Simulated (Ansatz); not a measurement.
Geometry optimisation, RKS PBE-D4/def2-SVP (Ansatz).

Input:

```yaml
crystal:
  periodic: [false, false, false]
  atoms:
    - { symbol: "N", position_ang: [0.6206, -0.2079, -1.263] }
    - { symbol: C, position_ang: [-0.0956, -0.7974, -0.2603] }
    - { symbol: O, position_ang: [-0.34828, -0.17967, 0.77432] }
    - { symbol: C, position_ang: [-0.59132, -2.19779, -0.60467] }
    - { symbol: O, position_ang: [0.11495, -2.81085, -1.64174] }
    - { symbol: H, position_ang: [0.8628, -0.7212, -2.0566] }
    - { symbol: H, position_ang: [1.1508, 0.66, -1.0464] }
    - { symbol: H, position_ang: [-0.39655, -2.82819, 0.30811] }
    - { symbol: H, position_ang: [-1.6626, -2.23733, -0.77307] }
    - { symbol: H, position_ang: [1.01635, -2.94413, -1.36985] }
basis:
  gaussian: { orbitals: def2-SVP }
hamiltonian:
  xc: pbe
  dispersion: d4
relax:
  f_tol: 0.015
  max_steps: 40
output:
  orbitals: {}
```

Run as:

```bash
$ ansatz run input.yaml --threads 2 --pin off --max-ram 3072MiB --backend cpu --events-out ev --progress --plain --runs-dir out
```

Problem. Where does it end, and by what steps?

Solution. It converged. After 8 steps the energy has fallen by 0.264 eV; H7 moved furthest, 0.18 Å.

| step | energy less start (eV) | largest force component (eV/Å) | accepted |
| --- | --- | --- | --- |
| 0 | 0.0000 | 1.903 | yes |
| 1 | -0.2189 | 0.595 | yes |
| 2 | -0.2392 | 0.522 | yes |
| 3 | -0.2328 | 0.382 | no |
| 4 | -0.2543 | 0.241 | yes |
| 5 | -0.2468 | 0.324 | no |
| 6 | -0.2635 | 0.049 | yes |
| 7 | -0.2635 | 0.059 | yes |
| 8 | -0.2637 | 0.012 | yes |

```xyz
10
Properties=species:S:1:pos:R:3
N 0.709 -0.216 -1.209
C -0.057 -0.780 -0.231
O -0.376 -0.234 0.819
C -0.525 -2.206 -0.575
O 0.127 -2.797 -1.690
H 0.843 -0.728 -2.083
H 1.011 0.753 -1.115
H -0.453 -2.811 0.357
H -1.606 -2.141 -0.824
H 0.999 -3.105 -1.382
```

Run time: 16 s on 2 threads of Arm Neoverse V1 (shared host), peak memory 0.12 GiB.
